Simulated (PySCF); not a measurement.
Does the answer move with the share of exact exchange?

C₅H₇F.
SMILES: `C(/C=C\F)(C)=C`

Torsions of this conformer, `[CH2:1]=[C:2]([CH3:3])/[CH:4]=[CH:5]\[F:6]`: C1–C2–C4–C5 180°.

PySCF, pcSseg-1 basis, density fitting, gas phase, PBE0-D3(BJ)/def2-SVP geometry. One functional is left out:

| functional | exact exchange (%) | HOMO energy (eV) | LUMO energy (eV) | dipole moment (D) |
| --- | --- | --- | --- | --- |
| B97-D | 0 | -5.48 | -1.52 | 0.786 |
| BLYP | 0 | -5.37 | -1.46 | 0.768 |
| BP86 | 0 | -5.64 | -1.71 | 0.757 |
| LDA | 0 | -5.73 | -1.84 | 0.783 |
| OPBE | 0 | -5.49 | -1.51 | 0.733 |
| PBE | 0 | -5.53 | -1.61 | 0.744 |
| B3LYP | 20 | -6.38 | -0.90 | 0.900 |
| PBE0 | 25 | -6.59 | -0.70 | 0.900 |
| mPW1PW91 | 25 | -6.62 | -0.72 | 0.914 |
| BHandHLYP | 50 | -7.48 | 0.38 | 1.059 |

Predict the row of B97-2 (21 % exact exchange) by straight lines through the other rows, and check it.

| property | line | computed | computed − line | B3LYP (20 %), for comparison |
| --- | --- | --- | --- | --- |
| HOMO energy (eV) | -6.39 | -6.35 | +0.04 | -6.38 |
| LUMO energy (eV) | -0.81 | -0.75 | +0.06 | -0.90 |
| dipole moment (D) | 0.888 | 0.898 | +0.010 | 0.900 |
